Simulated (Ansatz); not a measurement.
We consider zinc-blende GaSb, described by PBE (Ansatz, a program for electronic structure, plane waves, PAW).

Total energies, extrapolated to zero smearing (they compare only within this program, potentials and cutoff):

| system | energy (eV/atom) |
|---|---|
| zinc-blende GaSb, relaxed | -5133.9207 |
| α-phase Ga | -3783.0223 |
| rhombohedral A7 Sb | -6484.4894 |

Problem. Work out the enthalpy of formation per atom.

Solution. ΔH_f ≈ ΔE = -5133.9207 − [1 × (-3783.0223) + 1 × (-6484.4894)]/2 = -0.165 eV/atom (0 K, no vibrations). The reference value is -0.22 eV/atom (measured, 298 K, no zero-point or thermal correction; as tabulated in Zhang et al. (2018), doi:10.1038/s41524-018-0065-z), a difference of +0.055 eV/atom.

Spin–orbit coupling, which matters for such heavy atoms, is left out.

The PAW data were made under PBE.

Note: an element that serves as reference relaxed to a cell well above its measured volume.
